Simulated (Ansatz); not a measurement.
hcp Zn, treated with r²SCAN (Ansatz, a first-principles code, plane waves, PAW).

Settings: plane-wave cutoff 500 eV, 36×36×16 k mesh (along the axes of the cell as run), Fermi–Dirac smearing 0.1 eV, scalar-relativistic PAW data made under PBE.

Computed at the level's own relaxed cell.

What does this level give for the volume per atom, lattice parameter a and lattice parameter c?


* **volume per atom**: 14.44 Å³/atom
* **lattice parameter a**: 2.610 Å
* **lattice parameter c**: 4.895 Å

Measured, for comparison: lattice constant a 2.665 Å (293 K, no zero-point or thermal correction, our sources range from 2.660 to 2.665; as tabulated in Wikipedia's data pages); lattice parameter c 4.946 Å (293 K, no zero-point or thermal correction; as tabulated in Wikipedia's data pages). Computed (rounded) less measured: lattice constant a -2.1 % (-1.9 % to -2.1 % over the range), lattice parameter c -1.0 %. A static lattice is as a rule a little smaller and stiffer than an uncorrected measurement, which narrows the difference in the lattice parameter c and would widen misses of the other sign.

The computed numbers hold no vibrational or temperature effects.

Cost on a shared machine: around 6 core-minutes (rough).
